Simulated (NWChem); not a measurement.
Species: water (H2O); SMILES O

Program: NWChem. All runs use the structure optimised with B3LYP/6-31G* (spherical d). Ions are spin-unrestricted doublets at the neutral geometry; other ion states weren't tried.

Task: Predict the results for PBE/def2-SVP. Quantities: vertical ionisation energy, ΔSCF (eV); −ε(HOMO) (eV).

Result: 
```
Property                               Value
-------------------------------------  -----
vertical ionisation energy, ΔSCF (eV)  12.34
−ε(HOMO) (eV)                           6.20
```
